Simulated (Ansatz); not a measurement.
Results of PBEsol (PAW; Ansatz, an electronic-structure program) for bcc Nb.

Numerical settings: plane-wave cutoff 520 eV, 28×28×28 k mesh, Fermi–Dirac smearing 0.056 eV (set by the program), no spin polarisation, scalar-relativistic PAW data made under PBE.

The cell has the measured lattice: a = b = c = 3.300 Å, α = β = γ = 90.00°.

Question: Predict the elastic constant C11, Voigt–Reuss–Hill shear modulus (Hill average), elastic constant C12 and elastic constant C44.

Answer: 
- elastic constant C11: 240 GPa
- Voigt–Reuss–Hill shear modulus (Hill average): 23.8 GPa
- elastic constant C12: 126 GPa
- elastic constant C44: 12.0 GPa

Measured, for comparison: elastic constant C11 253 GPa, elastic constant C12 133 GPa, elastic constant C44 30.8 GPa (4 K, zero-point motion not removed; as tabulated in Wang et al. (2022), arXiv:2209.12322). Computed (rounded) less measured: elastic constant C11 -5 %, elastic constant C12 -5 %, elastic constant C44 -61 %.

Note: the shear constants of this metal are likely not converged at this k mesh and smearing; the cell isn't this level's own, so it is under some stress, which shifts stiffness and frequencies.

Elastic constants are with the ions relaxed.
